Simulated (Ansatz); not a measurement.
# triplet C3H4F2: levels of theory compared

We compute a comparison of 6 runs (UHF/3-21G, U-r2SCAN/6-31G*, U-r2SCAN0/6-31G*, U-revPBE/6-31G*, U-wB97M-V/6-31G*, USVWN5/6-31G*) of triplet C3H4F2. 

The results are computed with Ansatz 0.2.0.

47 further runs of the same task are left out: 47 set aside as unsound or not needed.

## (1) The molecule

C3H4F2: 9 atoms, total charge 0, spin state triplet. As SMILES of the parent species, `F/C=C\CF`. The shape is that of a PBE0-D4/def2-TZVP optimisation. This is one conformer, not always the lowest. That shape belongs to the parent species and isn't relaxed for this state.

Bond lengths: F1–C2 1.336 Å, C2–C3 1.320 Å, C3–C4 1.485 Å, C4–F5 1.387 Å, C2–H6 1.084 Å, C3–H7 1.084 Å, C4–H8 1.095 Å, C4–H9 1.091 Å. Some angles: F1–C2–C3 122.6°, C2–C3–C4 124.9°, C3–C4–F5 109.9°, F1–C2–H6 112.2°, C3–C2–H6 125.2°, C2–C3–H7 117.2°, C4–C3–H7 117.9°, C3–C4–H8 111.0°, C3–C4–H9 111.5°, F5–C4–H8 107.0°.

## (2) A single-point energy at UHF/3-21G (run 1)

molecule.yaml

```yaml
crystal:
  periodic: [false, false, false]
  atoms:
    - {symbol: F, position_ang: [-1.771300, 0.696200, -0.764200]}
    - {symbol: C, position_ang: [-0.756800, -0.083800, -1.148800]}
    - {symbol: C, position_ang: [0.269900, -0.355400, -0.364300]}
    - {symbol: C, position_ang: [0.439500, 0.155200, 1.019400]}
    - {symbol: F, position_ang: [1.656600, 0.811400, 1.133700]}
    - {symbol: H, position_ang: [-0.888900, -0.458700, -2.156900]}
    - {symbol: H, position_ang: [1.042400, -1.001300, -0.765600]}
    - {symbol: H, position_ang: [0.449800, -0.666700, 1.742700]}
    - {symbol: H, position_ang: [-0.352600, 0.856800, 1.286900]}
basis:
  gaussian:
    orbitals: 3-21G.json
magnetization:
  spin_polarized: true
  initial_magnetization: 2
hamiltonian:
  xc: hf
accuracy: high
output: {orbitals: {seedname: orbitals}}
```

The basis set 3-21G is read from a file made from the Basis Set Exchange's data (not shown).

The run is started by

```console
$ ansatz run molecule.yaml --threads 1 --pin off --max-ram 3480MiB --events-out events.jsonl --progress --plain --runs-dir runs
```

Output:

```text
Warning: RAYON_NUM_THREADS=1 ignored (pool sized by the plan → 1); use --threads N
Functional definition: HF
  name "HF"
  exchange = exact_x
  correlation = 0
1204 factors; integrals over basis functions are off by at most 1.1e-8 eV
mean field evaluation 1: about -8512.0567 eV, gradient 1.9e1 eV
mean field evaluation 2: about -8512.0506 eV, gradient 1.9e1 eV
mean field evaluation 4: about -8514.7079 eV, gradient 3.2e0 eV
mean field evaluation 8: about -8514.8752 eV, gradient 2.3e-1 eV
mean field -8514.87603946 eV, -312.9159228598 hartree, gradient 3.9e-8 eV, S^2 2.020724; 0 other end points of the search recorded, 0 dependent functions left out
reference -8514.87603946 eV, -312.9159228598 hartree; 21, 19 occupied and 32, 34 virtual orbitals, 1204 factors
Total energy: -8514.87603946 eV, -312.9159228598 hartree
```

Wall time 0.95 s (1 thread of Arm Neoverse V2, shared host); peak memory 0.14 GiB.

## (3) A single-point energy at U-r2SCAN/6-31G(d) (spherical functions) (run 2)

run.yaml

```yaml
basis:
  gaussian:
    orbitals: 6-31G_st_-spherical.json
crystal:
  periodic: [false, false, false]
  atoms:
    - symbol: F
      position_ang: [-1.771300, 0.696200, -0.764200]
    - symbol: C
      position_ang: [-0.756800, -0.083800, -1.148800]
    - symbol: C
      position_ang: [0.269900, -0.355400, -0.364300]
    - symbol: C
      position_ang: [0.439500, 0.155200, 1.019400]
    - symbol: F
      position_ang: [1.656600, 0.811400, 1.133700]
    - symbol: H
      position_ang: [-0.888900, -0.458700, -2.156900]
    - symbol: H
      position_ang: [1.042400, -1.001300, -0.765600]
    - symbol: H
      position_ang: [0.449800, -0.666700, 1.742700]
    - symbol: H
      position_ang: [-0.352600, 0.856800, 1.286900]
magnetization:
  spin_polarized: true
  initial_magnetization: 2
total_charge: 0
output: {orbitals: {seedname: orbitals}}
accuracy: high
hamiltonian:
  xc: {name: r2SCAN}
```

The basis set 6-31G* is read from a file made from the Basis Set Exchange's data (not shown).

The run is started by

```console
$ ansatz run run.yaml --threads 1 --pin off --max-ram 3480MiB --events-out events.jsonl --progress --plain --runs-dir runs
```

Output:

```text
Warning: RAYON_NUM_THREADS=1 ignored (pool sized by the plan → 1); use --threads N
Functional definition: r2SCAN
  name "r2SCAN"
  parameter k0 = 0.174
  parameter k1 = 0.065
  parameter a1 = 4.9479
  exchange = r2scan_x(k0 = k0, k1 = k1, a1 = a1)
  correlation = r2scan_c
1845 factors; integrals over basis functions are off by at most 3.1e-9 eV
mean field evaluation 1: about -8595.8292 eV, gradient 2.8e1 eV
mean field evaluation 2: about -8594.8712 eV, gradient 3.3e1 eV
mean field evaluation 4: about -8599.8305 eV, gradient 3.4e0 eV
mean field evaluation 8: about -8599.8602 eV, gradient 1.4e-1 eV
mean field evaluation 16: about -8599.8603 eV, gradient 3.4e-4 eV
mean field -8599.86031762 eV, -316.0390374778 hartree, gradient 6.2e-8 eV, S^2 2.010352; 0 other end points of the search recorded, 0 dependent functions left out
reference -8599.86031849 eV, -316.0390375100 hartree; 21, 19 occupied and 57, 59 virtual orbitals, 1845 factors
Total energy: -8599.86031849 eV, -316.0390375100 hartree
```

It took 21 s on 1 thread of Arm Neoverse V2, shared host; peak memory 0.39 GiB.

Runs 3 to 5 aren't shown in full; the table further down has their settings and results.

## (4) A single-point energy at USVWN5/6-31G(d) (spherical functions) (run 6)

in.yaml

```yaml
basis:
  gaussian:
    orbitals: 6-31G_st_-spherical.json
crystal:
  periodic: [false, false, false]
  atoms:
    - {symbol: F, position_ang: [-1.771300, 0.696200, -0.764200]}
    - {symbol: C, position_ang: [-0.756800, -0.083800, -1.148800]}
    - {symbol: C, position_ang: [0.269900, -0.355400, -0.364300]}
    - {symbol: C, position_ang: [0.439500, 0.155200, 1.019400]}
    - {symbol: F, position_ang: [1.656600, 0.811400, 1.133700]}
    - {symbol: H, position_ang: [-0.888900, -0.458700, -2.156900]}
    - {symbol: H, position_ang: [1.042400, -1.001300, -0.765600]}
    - {symbol: H, position_ang: [0.449800, -0.666700, 1.742700]}
    - {symbol: H, position_ang: [-0.352600, 0.856800, 1.286900]}
output: {orbitals: {seedname: orbitals}}
magnetization:
  spin_polarized: true
  initial_magnetization: 2
hamiltonian:
  xc: {name: SVWN5}
accuracy: high
```

The basis set 6-31G* is read from a file made from the Basis Set Exchange's data (not shown).

The run is started by

```console
$ ansatz run in.yaml --threads 1 --pin off --max-ram 3480MiB --events-out events.jsonl --progress --plain --runs-dir runs
```

Output:

```text
Warning: RAYON_NUM_THREADS=1 ignored (pool sized by the plan → 1); use --threads N
Functional definition: SVWN5
  name "SVWN5"
  exchange = slater_x
  correlation = vwn5_c
1845 factors; integrals over basis functions are off by at most 3.1e-9 eV
mean field evaluation 1: about -8533.3847 eV, gradient 3.4e1 eV
mean field evaluation 2: about -8527.1657 eV, gradient 5.0e1 eV
mean field evaluation 4: about -8539.3567 eV, gradient 4.7e0 eV
mean field evaluation 8: about -8539.4225 eV, gradient 1.1e-1 eV
mean field evaluation 16: about -8539.4226 eV, gradient 6.0e-5 eV
mean field evaluation 32: about -8539.2434 eV, gradient 5.7e0 eV
mean field -8539.42257297 eV, -313.8179913282 hartree, gradient 3.2e-8 eV, S^2 2.003224; 2 other end points of the search recorded, 0 dependent functions left out
reference -8539.42257491 eV, -313.8179913994 hartree; 21, 19 occupied and 57, 59 virtual orbitals, 1845 factors
Total energy: -8539.42257491 eV, -313.8179913994 hartree
```

Wall time 4.8 s (1 thread of Arm Neoverse V2, shared host); peak memory 0.23 GiB.

## (5) Overview of the runs

```tsv
run	level	energy (Eh)	HOMO energy (eV)	⟨S²⟩	wall time
1	UHF/3-21G	-312.915923	-6.90	2.021	0.95 s
2	U-r2SCAN/6-31G* (spherical functions)	-316.039038	-2.12	2.010	21 s
3	U-r2SCAN0/6-31G* (spherical functions)	-316.008038	-3.47	2.012	26 s
4	U-revPBE/6-31G* (spherical functions)	-316.087166	-1.60	2.006	8.7 s
5	U-wB97M-V/6-31G* (spherical functions)	-316.077136	-5.07	2.005	1.8 min
6	USVWN5/6-31G* (spherical functions)	-313.817991	-1.58	2.003	4.8 s
```

## (6) Summary of results

| quantity | value |
| --- | --- |
| run 6: total energy | -313.81799 Eh |
| run 6: HOMO energy (highest over α and β) | -1.58 eV |
| run 6: ⟨S²⟩ | 2.003 |

Totals of different functionals can't be ranked against each other. All runs together took 2.9 min, the longest 1.8 min.
